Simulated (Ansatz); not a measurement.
This geometry of BClH2O + H2 (7 atoms, charge 0, multiplicity 1) is a first-order saddle point.

The calculation used RKS r2SCAN/def2-SVP in Ansatz 0.2.0.

```xyz
7
Properties=species:S:1:pos:R:3
B -0.060 0.238 0.123
O -0.051 -0.126 1.637
H -0.968 -0.309 1.899
H 0.967 -0.044 -0.432
Cl -1.619 -0.169 -0.687
H -0.035 1.581 0.334
H -0.062 1.090 1.248
```

Question: Which two structures does it join? (They come from a converged band through this point; their orientation in space is the band's.)

Answer: Bonds broken: H6–H7. Bonds formed: B1–H6, O2–H7. BClH2O + H2 becomes BClH4O.

Image 0:

```xyz
7
Properties=species:S:1:pos:R:3
B -0.044 -0.533 0.128
O -0.046 -0.768 1.449
H -0.932 -0.755 1.841
H 0.997 -0.518 -0.469
Cl -1.562 -0.248 -0.748
H -0.349 2.618 0.666
H 0.107 2.465 1.253
```

Image 8:

```xyz
7
Properties=species:S:1:pos:R:3
B 0.030 0.415 -0.048
O -0.088 0.300 1.612
H -0.494 -0.565 1.798
H 0.816 -0.461 -0.320
Cl -1.698 0.055 -0.603
H 0.359 1.566 -0.208
H -0.754 0.952 1.890
```

Question: How far does it lie above each of them?

Answer: 40.4 kcal/mol above the first and 22.9 kcal/mol above the second. This is the barrier of this one path; another mechanism may lie lower. The orbitals stay closed-shell, which can raise the energy where a bond breaks towards radicals; this wasn't checked here.

Time of the run: 3.8 min on 1 thread of Arm Neoverse V1 (shared host), peak memory 0.12 GiB.
